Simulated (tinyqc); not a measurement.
Worked calculation (part 3 of 3): UHF in the sto-6g basis, for CH, spin multiplicity 4. Computed by tinyqc, a small Python program that keeps every step (integrals from PySCF). Command: `OMP_NUM_THREADS=1 python tinyqc.py 27767 27768 out.jsonl` (the two numbers bound the seeds that draw the settings). One thread of a shared host (Intel(R) Xeon(R) Processor @ 2.60GHz), about 0.2 s of CPU time with the checks.

Geometry (angstrom):
```
atom         x         y         z
C     0.000000  0.000000  0.000000
H     0.000000  0.000000  0.989000
```

## Iteration 31 (converged): orbitals

converged F(alpha) (hartree), lower triangle:
```
             1C 1s      1C 2s     1C 2px     1C 2py     1C 2pz      2H 1s
1C 1s   -11.116240
1C 2s    -2.881899  -1.556108
1C 2px    0.000000   0.000000  -0.376636
1C 2py    0.000000   0.000000   0.000000  -0.376636
1C 2pz   -0.003949  -0.014045   0.000000   0.000000  -0.386605
2H 1s    -0.967243  -0.853565   0.000000   0.000000  -0.477487  -0.595519
```

converged F(beta) (hartree), lower triangle:
```
             1C 1s      1C 2s    1C 2px    1C 2py     1C 2pz      2H 1s
1C 1s   -11.030764
1C 2s    -2.805918  -0.957820
1C 2px    0.000000   0.000000  0.416889
1C 2py    0.000000   0.000000  0.000000  0.416889
1C 2pz   -0.005764  -0.328480  0.000000  0.000000   0.117456
2H 1s    -0.938583  -0.742468  0.000000  0.000000  -0.420691  -0.526184
```

X, lower triangle:
```
            1C 1s      1C 2s    1C 2px    1C 2py     1C 2pz     2H 1s
1C 1s    1.024477
1C 2s   -0.140376   1.231018
1C 2px   0.000000   0.000000  1.000000
1C 2py   0.000000   0.000000  0.000000  1.000000
1C 2pz  -0.012456   0.185245  0.000000  0.000000   1.165129
2H 1s    0.023819  -0.457794  0.000000  0.000000  -0.409154  1.367622
```

Diagonalise F' = X^T F X, C = X C', fill 5 alpha and 2 beta electrons from the bottom; D(s) = C_occ C_occ^T. Each column has its largest component positive (the first on a tie).

F' = X^T F X (alpha) (hartree), lower triangle:
```
            1          2          3          4          5         6
1  -10.910395
2   -1.444372  -0.806716
3    0.000000   0.000000  -0.376636
4    0.000000   0.000000   0.000000  -0.376636
5   -0.023367   0.261992   0.000000   0.000000  -0.097509
6   -0.200400  -0.575501   0.000000   0.000000  -0.558938  0.086835
```

orbital energies (alpha) (hartree): MO1 -11.119750, MO2 -0.902563, MO3 -0.514576, MO4 -0.376636, MO5 -0.376636, MO6 0.809103

coefficients C (alpha):
```
              MO1        MO2        MO3       MO4        MO5        MO6
1C 1s    0.995001  -0.243911   0.084923  0.000000   0.000000   0.115103
1C 2s    0.022026   0.844036  -0.475496  0.000000   0.000000  -0.916528
1C 2px   0.000000   0.000000   0.000000  0.233759   0.972295   0.000000
1C 2py   0.000000   0.000000   0.000000  0.972295  -0.233759   0.000000
1C 2pz   0.003461   0.035516   0.710434  0.000000   0.000000  -1.026359
2H 1s   -0.006492   0.272852   0.440500  0.000000   0.000000   1.406915
```

F' = X^T F X (beta) (hartree), lower triangle:
```
            1          2         3         4          5         6
1  -10.831061
2   -1.454565  -0.167295
3    0.000000   0.000000  0.416889
4    0.000000   0.000000  0.000000  0.416889
5    0.013247  -0.042434  0.000000  0.000000   0.412189
6   -0.193909  -0.572995  0.000000  0.000000  -0.548339  0.106114
```

orbital energies (beta) (hartree): MO1 -11.032387, MO2 -0.646166, MO3 0.252542, MO4 0.416889, MO5 0.416889, MO6 0.945957

coefficients C (beta):
```
              MO1        MO2        MO3        MO4       MO5        MO6
1C 1s    0.996720  -0.168973  -0.190482   0.000000  0.000000   0.108137
1C 2s    0.014804   0.483110   0.884617   0.000000  0.000000  -0.873407
1C 2px   0.000000   0.000000   0.000000   0.952805  0.303582   0.000000
1C 2py   0.000000   0.000000   0.000000  -0.303582  0.952805   0.000000
1C 2pz   0.003171   0.275355  -0.521655   0.000000  0.000000  -1.100658
2H 1s   -0.004869   0.534299  -0.400629   0.000000  0.000000   1.342362
```

D(alpha) after iteration 31, lower triangle:
```
            1C 1s      1C 2s    1C 2px    1C 2py    1C 2pz     2H 1s
1C 1s    1.056732
1C 2s   -0.224334   0.938979
1C 2px   0.000000   0.000000  1.000000
1C 2py   0.000000   0.000000  0.000000  1.000000
1C 2pz   0.055113  -0.307756  0.000000  0.000000  0.505991
2H 1s   -0.035603   0.020698  0.000000  0.000000  0.322614  0.268530
```

D(beta) after iteration 31, lower triangle:
```
            1C 1s     1C 2s    1C 2px    1C 2py    1C 2pz     2H 1s
1C 1s    1.022003
1C 2s   -0.066877  0.233615
1C 2px   0.000000  0.000000  0.000000
1C 2py   0.000000  0.000000  0.000000  0.000000
1C 2pz  -0.043367  0.133074  0.000000  0.000000  0.075830
2H 1s   -0.095136  0.258053  0.000000  0.000000  0.147106  0.285499
```

Within a degenerate level the vectors are fixed only up to a rotation; this is one choice.

## Convergence

Stop when the energy changes by less than 1e-10 hartree and every element of the error matrix X^T (F D S - S D F) X (for each spin) is below 3e-06.

Course of the cycle:
```
iteration   E (hartree)     change  largest element of the error matrix
1          -38.10412405          -                             2.07e-01
2          -38.12830242  -2.42e-02                             1.10e-01
3          -38.14357882  -1.53e-02                             5.47e-02
4          -38.15265888  -9.08e-03                             2.75e-02
5          -38.15780403  -5.15e-03                             1.38e-02
6          -38.16056648  -2.76e-03                             6.88e-03
7          -38.16200222  -1.44e-03                             3.44e-03
8          -38.16273416  -7.32e-04                             1.72e-03
9          -38.16310370  -3.70e-04                             8.60e-04
10         -38.16328936  -1.86e-04                             4.30e-04
11         -38.16338243  -9.31e-05                             2.15e-04
12         -38.16342901  -4.66e-05                             1.08e-04
13         -38.16345232  -2.33e-05                             5.38e-05
14         -38.16346398  -1.17e-05                             2.69e-05
...                 ...        ...                                  ...
18         -38.16347491  -7.29e-07                             1.68e-06
19         -38.16347528  -3.64e-07                             8.40e-07
20         -38.16347546  -1.82e-07                             4.20e-07
21         -38.16347555  -9.11e-08                             2.10e-07
22         -38.16347559  -4.56e-08                             1.05e-07
23         -38.16347562  -2.28e-08                             5.25e-08
24         -38.16347563  -1.14e-08                             2.63e-08
25         -38.16347563  -5.69e-09                             1.31e-08
26         -38.16347564  -2.85e-09                             6.56e-09
27         -38.16347564  -1.42e-09                             3.28e-09
28         -38.16347564  -7.12e-10                             1.64e-09
29         -38.16347564  -3.56e-10                             8.20e-10
30         -38.16347564  -1.78e-10                             4.10e-10
31         -38.16347564  -8.90e-11                             2.05e-10
```

PySCF UHF in the same basis, after a stability check = -38.16347564 hartree

Converged in 31 iterations.

## Populations, bond orders and dipole

overlap S, lower triangle:
```
           1C 1s     1C 2s    1C 2px    1C 2py    1C 2pz     2H 1s
1C 1s   1.000000
1C 2s   0.243228  1.000000
1C 2px  0.000000  0.000000  1.000000
1C 2py  0.000000  0.000000  0.000000  1.000000
1C 2pz  0.000000  0.000000  0.000000  0.000000  1.000000
2H 1s   0.081081  0.550749  0.000000  0.000000  0.498851  1.000000
```

Mulliken: Z minus the diagonal of D S on the atom; Loewdin: the same with S^(1/2) D S^(1/2); Mayer order: 2 sum_s sum (D(s) S)_ij (D(s) S)_ji over the two atoms.

Charges (e):
```
atom   Mulliken    Loewdin  Mulliken spin
1C    -0.068729  -0.037527       3.055313
2H     0.068729   0.037527      -0.055313
```

Mayer bond orders:
```
pair     order
2-1   0.992217
```

dipole moment about the origin, x y z (debye): 0.000000  0.000000  -0.002479

<S^2> of the determinant (pure state: 3.75) = 3.754641
